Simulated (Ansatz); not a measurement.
## How methods differ on [SiH3]− (SMILES [SiH3-])

[SiH3]− has 4 atoms, charge -1, and is taken as a singlet. SMILES: `[SiH3-]`. Geometry: relaxed at PBE0-D4/def2-TZVPD.

```jsonl
{"atom": "Si", "x (Å)": "0.5397", "y (Å)": "-0.0507", "z (Å)": "-0.3009"}
{"atom": "H", "x (Å)": "0.4266", "y (Å)": "0.6223", "z (Å)": "1.0859"}
{"atom": "H", "x (Å)": "-0.2985", "y (Å)": "-1.2837", "z (Å)": "0.1068"}
{"atom": "H", "x (Å)": "-0.6678", "y (Å)": "0.7122", "z (Å)": "-0.8918"}
```

Each level gives the energy change with the Si1–H2 bond stretched from 1.546 to 1.932 Å (eV). The values are calculated.

```tsv
level	kind	program	value (eV)	less CCSD(T)/6-31G
HF/6-31G (restricted)	Hartree–Fock	Ansatz	0.49	+0.13
BLYP/6-31G (restricted)	GGA	Ansatz	0.38	+0.02
BHLYP/6-31G (restricted)	global hybrid	Ansatz	0.50	+0.14
wB97X/6-31G (restricted)	range-separated hybrid	Ansatz	0.50	+0.14
B2PLYP/6-31G (restricted)	double hybrid	Ansatz	0.45	+0.09
RPA@PBE/6-31G (restricted)	RPA	Ansatz	0.32	-0.04
CCSD(T)/6-31G (restricted)	coupled cluster or CI	Ansatz	0.36	0.00
CCSDT/6-31G (restricted)	coupled cluster or CI	Ansatz	0.36	0.00
FCI/3-21G	exact in the basis	Ansatz	0.39	+0.03
```

Differences are taken from CCSD(T)/6-31G (restricted) for orientation; it has basis-set and higher-order errors of its own. Sets without diffuse functions describe the anion poorly. The first shape isn't each level's own minimum. The values span 0.32 to 0.50 eV. All rows use very small basis sets, so even the best lies far from the true value.
